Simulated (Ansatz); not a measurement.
# CHB (singlet): RKS PBE0, RPA-PBE over a scan of the distance B1–C2, 6-31G

How well do these functionals follow the top wave-function level for CHB (singlet) over a scan of the distance B1–C2?

Computed with Ansatz 0.2.0, Gaussian basis. Level: 6-31G, all electrons in the functionals, frozen cores in the correlation of double hybrids and RPA.

The runs, in order: RKS PBE0, RPA-PBE, at 1.091 Å; 1.247 Å; 1.383 Å; 1.521 Å; 1.670 Å; 1.916 Å; 2.257 Å; 2.530 Å; 2.993 Å; 3.795 Å; 4.590 Å.

20 further runs of the same task are left out: 17 that didn't finish, 3 set aside as unsound or not needed.

## 1. What is computed

The geometry derives from a PBE0/def2-TZVP stationary point (not a proven minimum). One bond is set to the value named and the two fragments are kept rigid.

3 atoms, charge 0, spin multiplicity 1.

Atoms are counted from 1 here; the program's logs count them from 0.

Bond lengths: B1–C2 1.383 Å, C2–H3 1.083 Å. Angles: B1–C2–H3 134.1°.

No dispersion term is added.

The geometry shown and the zero of energy belong to the point 1.383 Å. The yardstick, FCI, and other wave-function levels (R restricted, U unrestricted, valence and pair active spaces) come from earlier runs.

## 2. RKS PBE0, 1.091 Å

Contents of in.yaml:

```yaml
crystal:
  periodic: [false, false, false]
  atoms:
    - {symbol: B, position_ang: [0.000000, 0.060729, 0.625855]}
    - {symbol: C, position_ang: [0.000000, -0.101291, -0.453048]}
    - {symbol: H, position_ang: [0.000000, 0.555615, -1.314265]}
basis:
  gaussian: {orbitals: 6-31G}
hamiltonian: {xc: {name: PBE0}}
```

On the command line:

```
$ ansatz run in.yaml --threads 1 --pin off --events-out ev --progress --plain --max-ram 2393MiB
```

The runs that follow: RKS PBE0, 1.247 Å; RKS PBE0, 1.383 Å; RKS PBE0, 1.521 Å; RKS PBE0, 1.670 Å; RKS PBE0, 1.916 Å; RKS PBE0, 2.257 Å; RKS PBE0, 2.530 Å; RKS PBE0, 2.993 Å; RKS PBE0, 3.795 Å; RKS PBE0, 4.590 Å; RPA-PBE, 1.091 Å; RPA-PBE, 1.247 Å; RPA-PBE, 1.383 Å; RPA-PBE, 1.521 Å; RPA-PBE, 1.670 Å; RPA-PBE, 1.916 Å; RPA-PBE, 2.257 Å; RPA-PBE, 2.530 Å; RPA-PBE, 2.993 Å; RPA-PBE, 3.795 Å; RPA-PBE, 4.590 Å.

Before running them: what should the planned runs give, taken together? Wanted: span of the FCI curve; largest miss, RKS PBE0.

**Answer**, as computed:

| quantity | value |
| --- | --- |
| span of the FCI curve | 4.603 eV |
| largest miss, RKS PBE0 | +1.675 eV (4.590 Å) |

In words: RKS PBE0 strays by up to 1.675 eV, at 4.590 Å. Functionals and the yardstick converge differently with the basis, so part of each miss in 6-31G is the basis.
